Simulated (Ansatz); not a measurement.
Ansatz (a first-principles code) input (PBE/6-31G*):

Ansatz 0.2 input:
```yaml
crystal:
  periodic: [false, false, false]
  atoms:
    - {symbol: S, position_ang: [-0.00000000, -0.00000000, -0.07936290]}
    - {symbol: H, position_ang: [0.00000000, 0.00000000, 1.26980637]}
basis:
  gaussian:
    orbitals: 6-31G*
hamiltonian:
  xc: {name: PBE}
total_charge: -1
relax: {f_tol: 0.003, max_steps: 120}
```

Problem. Predict the final energy.

Solution. -398.60841 Eh.
